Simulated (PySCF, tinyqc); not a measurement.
RHF in the sto-6g basis, for BH, spin multiplicity 1, step by step. This run ends on a higher stationary point, not on the lowest solution. The lowest restricted solution is unstable here: a spin-polarised one lies 0.0154 hartree lower (PySCF). One step of it, computed by the program tinyqc.

Problem. Iteration 2: building the Fock matrix. J_ij = sum D_kl (ij|kl), K_ij = sum D_kl (ik|jl); F = H + J - 0.5 K; E = tr D H + tr D J / 2 - 0.25 tr D K + E_nn.

D after iteration 1, lower triangle:
```
            1B 1s     1B 2s     1B 2px    1B 2py    1B 2pz     2H 1s
1B 1s    2.037127
1B 2s   -0.107463  0.393432
1B 2px   0.000000  0.000000   1.171933
1B 2py   0.000000  0.000000  -0.985109  0.828067
1B 2pz  -0.113318  0.279182   0.000000  0.000000  0.198794
2H 1s   -0.202118  0.482136   0.000000  0.000000  0.343427  0.593311
```

core Hamiltonian H = T + V (hartree), lower triangle:
```
             1B 1s      1B 2s     1B 2px     1B 2py     1B 2pz      2H 1s
1B 1s   -12.931749
1B 2s    -3.207137  -3.837293
1B 2px    0.000000   0.000000  -3.039917
1B 2py    0.000000   0.000000   0.000000  -3.039917
1B 2pz   -0.023445  -0.181493   0.000000   0.000000  -3.179966
2H 1s    -1.068955  -1.978555   0.000000   0.000000  -1.716124  -2.854201
```

Two-electron integrals (ij|kl) in chemists' order, unique and non-zero (hartree):
```
(11|11) 2.924993   (21|11) 0.480756   (21|21) 0.099484   (22|11) 0.743449
(22|21) 0.188967   (22|22) 0.544922   (31|31) 0.021096   (32|31) 0.030854
(32|32) 0.120443   (33|11) 0.743450   (33|21) 0.188967   (33|22) 0.544922
(33|33) 0.587109   (41|41) 0.021096   (42|41) 0.030854   (42|42) 0.120443
(43|43) 0.031641   (44|11) 0.743450   (44|21) 0.188967   (44|22) 0.544922
(44|33) 0.523827   (44|44) 0.587109   (51|51) 0.021096   (52|51) 0.030854
(52|52) 0.120443   (53|53) 0.031641   (54|54) 0.031641   (55|11) 0.743450
(55|21) 0.188967   (55|22) 0.544922   (55|33) 0.523827   (55|44) 0.523827
(55|55) 0.587109   (61|11) 0.165503   (61|21) 0.033088   (61|22) 0.062028
(61|33) 0.061691   (61|44) 0.061691   (61|51) 0.002583   (61|52) 0.004841
(61|55) 0.062704   (61|61) 0.011417   (62|11) 0.331875   (62|21) 0.085389
(62|22) 0.263698   (62|33) 0.256905   (62|44) 0.256905   (62|51) 0.009924
(62|52) 0.054179   (62|55) 0.277284   (62|61) 0.029906   (62|62) 0.164739
(63|31) 0.009814   (63|32) 0.042333   (63|53) 0.010643   (63|63) 0.020231
(64|41) 0.009814   (64|42) 0.042333   (64|54) 0.010643   (64|64) 0.020231
(65|11) 0.289083   (65|21) 0.075563   (65|22) 0.245971   (65|33) 0.232934
(65|44) 0.232934   (65|51) 0.017494   (65|52) 0.089020   (65|55) 0.272046
(65|61) 0.028080   (65|62) 0.180788   (65|65) 0.214474   (66|11) 0.475489
(66|21) 0.124948   (66|22) 0.429441   (66|33) 0.403969   (66|44) 0.403969
(66|51) 0.019674   (66|52) 0.134514   (66|55) 0.480384   (66|61) 0.045157
(66|62) 0.326437   (66|65) 0.392450   (66|66) 0.774999
```

nuclear repulsion = 2.43635917 hartree

Give: Coulomb J; exchange K; Fock matrix F; total energy of this density.

Solution.

Coulomb J (hartree), lower triangle:
```
         1B 1s   1B 2s   1B 2px  1B 2py  1B 2pz   2H 1s
1B 1s   8.5162
1B 2s   1.6428  3.5394
1B 2px  0.0000  0.0000   3.5367
1B 2py  0.0000  0.0000  -0.0623  3.5149
1B 2pz  0.0447  0.2515   0.0000  0.0000  3.5665
2H 1s   0.5627  1.8230   0.0000  0.0000  1.7783  3.1107
```

exchange K (hartree), lower triangle:
```
          1B 1s   1B 2s   1B 2px  1B 2py  1B 2pz   2H 1s
1B 1s    5.9143
1B 2s    1.0511  0.9960
1B 2px   0.0000  0.0000   0.8604
1B 2py   0.0000  0.0000  -0.5472  0.6694
1B 2pz  -0.0012  0.5213   0.0000  0.0000  0.6566
2H 1s    0.3649  0.8895   0.0000  0.0000  0.8074  1.2852
```

Fock matrix F (hartree), lower triangle:
```
          1B 1s    1B 2s  1B 2px  1B 2py   1B 2pz    2H 1s
1B 1s   -7.3727
1B 2s   -2.0899  -0.7959
1B 2px   0.0000   0.0000  0.0665
1B 2py   0.0000   0.0000  0.2113  0.1403
1B 2pz   0.0218  -0.1907  0.0000  0.0000   0.0583
2H 1s   -0.6887  -0.6003  0.0000  0.0000  -0.3416  -0.3861
```

total energy of this density = -24.708151 hartree
